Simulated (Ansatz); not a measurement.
Relaxing BaTa2Tl3

All numbers below come from Ansatz, DFT PBE, scalar-relativistic, plane waves, PAW. Cutoff 420 eV, Γ-centred k mesh, Gaussian smearing, no spin polarisation in the final step.

BaTa2Tl3 was placed on the sites of a reported ScCo3B2 cell (P6/mmm, No. 191), with Ba in place of Sc, Ta in place of B, Tl in place of Co, at a guessed volume.

```
CELL_PARAMETERS angstrom
6.65586 0.00000 0.00000
-3.32793 5.76414 0.00000
0.00000 0.00000 4.05287
ATOMIC_POSITIONS crystal
Ba 0.00000 0.00000 0.00000
Ta 0.33333 0.66667 0.00000
Ta 0.66667 0.33333 0.00000
Tl 0.50000 0.00000 0.50000
Tl 0.50000 0.50000 0.50000
Tl 0.00000 0.50000 0.50000
```

Cell and atoms relax at zero pressure; the relaxation can't lower the symmetry of the start. After a coarse first stage the cell is made exact in the group found at 0.06 Å.

The zero of energy is the elements' standard structures at the same level; no fitted shifts are applied.

Describe the relaxed structure.

It keeps P6/mmm (No. 191). Conventional cell: a = 6.283 Å, c = 4.673 Å. Around Ba lie 6 Ta at 3.63 Å and 12 Tl at 3.92 Å (next Ba at 4.67 Å); Ta has 6 Tl at 2.96 Å, 3 Ba at 3.63 Å and 3 Ta at 3.63 Å; Tl is coordinated by 4 Ta at 2.96 Å and 4 Tl at 3.14 Å.

```
Ba Ta Tl
1.0
     6.28345    0.00000    0.00000
    -3.14173    5.44163    0.00000
     0.00000    0.00000    4.67289
Ba Ta Tl
1 2 3
Cartesian
  0.0000 0.0000 0.0000
  0.0000 3.6278 0.0000
  3.1417 1.8139 0.0000
  3.1417 0.0000 2.3364
  1.5709 2.7208 2.3364
  -1.5709 2.7208 2.3364
```

What are its volume, energy, density and gap?

The volume per atom is 26.63 Å³. The density is 11.56 g/cm³. The energy over the elements is 0.52 eV/atom and the gap on the 6×6×8 mesh is 0 eV (a metal).

The final run used a 6×6×8 mesh on its 6-atom cell and 0.10 eV smearing. The k mesh leaves about 4 meV/atom of noise in metals. Spin–orbit coupling is left out. Symmetry constrained the relaxation, so the result can be a saddle point.

Cost: 3 runs of about 2 core-minutes in all, on Arm Neoverse V1 (shared hosts).